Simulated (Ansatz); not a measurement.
# CH8AlN: how energies converge with the basis set

The task here is to estimate one member of a computed series from the others.

Computed with Ansatz 0.2.0, Gaussian basis. Level: one geometry, several basis sets.

Levels to be run: PBE0-D4/def2-SVP; ωB97M-V/def2-SVP; PBE0-D4/def2-QZVPP; ωB97M-V/def2-QZVPP; the functionals' def2-TZVPP values are taken from earlier runs.

**The geometry**

The geometry comes from an earlier relaxation with PBE0-D4 in a triple-zeta def2 set; it is a stationary point, not always the lowest conformer.

11 atoms, charge 0, spin multiplicity 1.

Atoms are counted from 1 here; the program's logs count them from 0.

Bond lengths: C1–N2 1.471 Å, C1–H4 1.092 Å, C1–H5 1.090 Å, C1–H6 1.090 Å, N2–Al3 2.047 Å, N2–H7 1.016 Å, N2–H8 1.016 Å, Al3–H9 1.605 Å, Al3–H10 1.605 Å, Al3–H11 1.605 Å. Angles: N2–C1–H4 112.3°, N2–C1–H5 108.6°, N2–C1–H6 108.6°, H4–C1–H5 109.6°, H4–C1–H6 109.6°, H5–C1–H6 108.1°, C1–N2–Al3 113.6°, C1–N2–H7 110.3°, C1–N2–H8 110.3°, Al3–N2–H7 107.9°, Al3–N2–H8 108.0°, H7–N2–H8 106.3°, N2–Al3–H9 99.6°, N2–Al3–H10 99.3°, N2–Al3–H11 99.4°, H9–Al3–H10 117.5°, H9–Al3–H11 117.5°, H10–Al3–H11 117.1°.

Set-up of the first run:

in.yaml

```yaml
crystal:
  periodic: [false, false, false]
  atoms:
    - {symbol: C, position_ang: [1.245315, 0.109395, -0.615966]}
    - {symbol: N, position_ang: [0.399826, -0.208609, 0.544946]}
    - {symbol: Al, position_ang: [-1.600278, 0.053424, 0.199141]}
    - {symbol: H, position_ang: [2.307495, -0.034651, -0.407467]}
    - {symbol: H, position_ang: [0.947295, -0.527918, -1.447885]}
    - {symbol: H, position_ang: [1.067064, 1.145472, -0.902197]}
    - {symbol: H, position_ang: [0.658454, 0.369518, 1.338973]}
    - {symbol: H, position_ang: [0.545137, -1.171223, 0.834524]}
    - {symbol: H, position_ang: [-2.179223, -0.380672, 1.631456]}
    - {symbol: H, position_ang: [-1.599711, 1.618767, -0.155981]}
    - {symbol: H, position_ang: [-1.791365, -0.973503, -1.019544]}
basis:
  gaussian: {orbitals: def2-SVP}
hamiltonian: {xc: pbe0, dispersion: d4}
output: {orbitals: {seedname: orbitals}}
```

Among the steps run: PBE0-D4 in def2-SVP; ωB97M-V in def2-SVP; PBE0-D4 in def2-QZVPP; ωB97M-V in def2-QZVPP.

One table of the session follows, with a row left open; its other results are not shown here.

It belongs to the step «Density functionals: the series». 

| functional | basis | HOMO (eV) | LUMO (eV) |
| --- | --- | --- | --- |
| PBE0-D4 | def2-SVP | -7.32 | 0.36 |
| PBE0-D4 | def2-TZVPP | -7.39 | -0.10 |
| PBE0-D4 | def2-QZVPP | ? | ? |
| ωB97M-V | def2-SVP | -9.52 | 2.00 |
| ωB97M-V | def2-TZVPP | -9.64 | 1.34 |
| ωB97M-V | def2-QZVPP | -9.65 | 0.77 |

Estimate the missing values for PBE0-D4, def2-QZVPP.

As computed: HOMO (eV): -7.39; LUMO (eV): -0.38.
